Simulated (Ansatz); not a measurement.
**One shape, several levels: AlHO2 (SMILES [O]=[Al][OH])**

We compute a comparison of 6 runs (HF/STO-3G, UHF/STO-3G, PBE0/STO-3G, UPBE/STO-3G, r2SCAN/STO-3G, UCCSD(T)/STO-3G) of AlHO2. 

Program for the calculation: Ansatz 0.2.0.

62 further runs of the same task are left out: 8 that didn't finish, 54 set aside as unsound or not needed.

## (1) The structure to begin with

AlHO2: 4 atoms, total charge 0, spin state singlet. SMILES: `[O]=[Al][OH]`. The H4–O3 distance was set to 1.424 Å, away from the relaxed value. At this shape a bond of the SMILES string is far longer than usual.

Bond lengths: O1–Al2 1.572 Å, Al2–O3 1.628 Å. Angles: O1–Al2–O3 180.0°. A long bond or contact: O3–H4 1.424 Å.

## (2) A single-point energy at HF/STO-3G (run 1)

Input file job.yaml:

```yaml
crystal:
  periodic: [false, false, false]
  atoms:
    - {symbol: O, position_ang: [-1.946982, -1.704085, -0.787356]}
    - {symbol: Al, position_ang: [-0.815172, -0.715415, -0.327486]}
    - {symbol: O, position_ang: [0.357598, 0.308695, 0.148944]}
    - {symbol: H, position_ang: [1.381100, 1.209770, 0.557430]}
basis:
  gaussian: {orbitals: STO-3G}
hamiltonian: {xc: hf}
accuracy: high
```

Run with:

```bash
$ ansatz run job.yaml --threads 1 --pin off --max-ram 2610MiB --events-out events.jsonl --progress --plain --runs-dir runs
```

Output:

```text
Warning: RAYON_NUM_THREADS=1 ignored (pool sized by the plan → 1); use --threads N
Functional definition: HF
  name "HF"
  exchange = exact_x
  correlation = 0
342 factors; integrals over basis functions are off by at most 2.2e-8 eV
mean field evaluation 1: about -10524.6505 eV, gradient 4.1e1 eV
mean field evaluation 2: about -10524.6631 eV, gradient 4.1e1 eV
mean field evaluation 4: about -10532.1881 eV, gradient 7.1e0 eV
mean field evaluation 8: about -10532.3795 eV, gradient 2.7e-1 eV
mean field -10532.38105683 eV, -387.0578647342 hartree, gradient 1.7e-8 eV, S^2 0.000000; 0 other end points of the search recorded, 0 dependent functions left out
reference -10532.38105683 eV, -387.0578647342 hartree; 15, 15 occupied and 5, 5 virtual orbitals, 342 factors
Total energy: -10532.38105683 eV, -387.0578647342 hartree
```

It took 0.1 s on 1 thread of Intel Xeon 6975P-C (Granite Rapids), shared host.

## (3) The energy at UHF/STO-3G (run 2)

Input file input.yaml:

```yaml
crystal:
  periodic: [false, false, false]
  atoms:
    - symbol: O
      position_ang: [-1.946982, -1.704085, -0.787356]
    - symbol: Al
      position_ang: [-0.815172, -0.715415, -0.327486]
    - symbol: O
      position_ang: [0.357598, 0.308695, 0.148944]
    - symbol: H
      position_ang: [1.381100, 1.209770, 0.557430]
basis:
  gaussian:
    orbitals: STO-3G
magnetization:
  spin_polarized: true
  initial_magnetization: 0
hamiltonian:
  xc: hf
accuracy: high
```

Run with:

```bash
$ ansatz run input.yaml --threads 1 --pin off --max-ram 2610MiB --events-out events.jsonl --progress --plain --runs-dir runs
```

Output, shortened:

```text
Warning: RAYON_NUM_THREADS=1 ignored (pool sized by the plan → 1); use --threads N
[... 2 set-up lines as earlier in the session ...]
[...]
342 factors; integrals over basis functions are off by at most 2.2e-8 eV
[...]
mean field -10532.60731650 eV, -387.0661796239 hartree, gradient 6.4e-8 eV, S^2 0.773283; 7 other end points of the search recorded, 0 dependent functions left out
reference -10532.60731650 eV, -387.0661796239 hartree; 15, 15 occupied and 5, 5 virtual orbitals, 342 factors
Total energy: -10532.60731650 eV, -387.0661796239 hartree
```

It took 0.5 s on 1 thread of Intel Xeon 6975P-C (Granite Rapids), shared host.

Runs 3 to 5 aren't shown in full; the table further down has their settings and results.

## (4) The energy at UCCSD(T)/STO-3G (run 6)

job.yaml: that of step 2 with these lines changed.

```diff
@@ -8,4 +8,12 @@
 basis:
-  gaussian: {orbitals: STO-3G}
-hamiltonian: {xc: hf}
+  gaussian:
+    orbitals: STO-3G
+magnetization:
+  spin_polarized: true
+  initial_magnetization: 0
+correlation:
+  method: ccsd_t
+  frozen_orbitals: {Al: 5, H: 0, O: 1}
 accuracy: high
+scf:
+  omitted_lower_state_checks: [cluster_reference, increment]
```

Run with:

```bash
$ ansatz run job.yaml --threads 1 --pin off --max-ram 2610MiB --events-out events.jsonl --progress --plain --runs-dir runs
```

Output:

```text
Warning: RAYON_NUM_THREADS=1 ignored (pool sized by the plan → 1); use --threads N
[... 18 lines left out ...]
7 core orbitals not correlated: weight in the atoms' cores, before any rotation towards them, 1.000 or more for the frozen orbitals, at most 0.000 for the correlated occupied ones
[... 48 lines left out ...]
Total energy: -10537.75009373 eV, -387.2551732012 hartree
Checks for a lower state left out: cluster_reference, increment
```

It took 0.8 s on 1 thread of Intel Xeon 6975P-C (Granite Rapids), shared host.

## (5) All runs side by side

| run | level | frozen core orbitals | energy (Eh) | wall time |
| --- | --- | --- | --- | --- |
| 1 | HF/STO-3G | – | -387.057865 | 0.1 s |
| 2 | UHF/STO-3G | – | -387.066180 | 0.5 s |
| 3 | PBE0/STO-3G | – | -388.029620 | 0.64 s |
| 4 | UPBE/STO-3G | – | -388.003861 | 1.2 s |
| 5 | r2SCAN/STO-3G | – | -388.217993 | 1.3 s |
| 6 | UCCSD(T)/STO-3G | 7 | -387.255173 | 0.8 s |

## (6) Summary of results

| quantity | value |
| --- | --- |
| run 6: total energy | -387.25517 Eh |
| run 6: correlation energy (7 core orbitals frozen) | -189.0 mEh |
| run 6: (T) correction | -17.02 mEh |
| run 6: ⟨S²⟩ of the reference determinant | 0.773 |
| run 6: T1 diagnostic | 0.110 |

**Reading.** Totals of different functionals can't be ranked against each other. In runs 1, 2, 3, 4, 5, 6 the basis is minimal, so the values are rough. Spin contamination of the reference: run 2 ⟨S²⟩ = 0.77, run 6 ⟨S²⟩ = 0.77. Where it is this large, the reference is a mixture of spin states, and values that rest on it are in doubt. All runs together took 4.5 s, the longest 1.3 s.
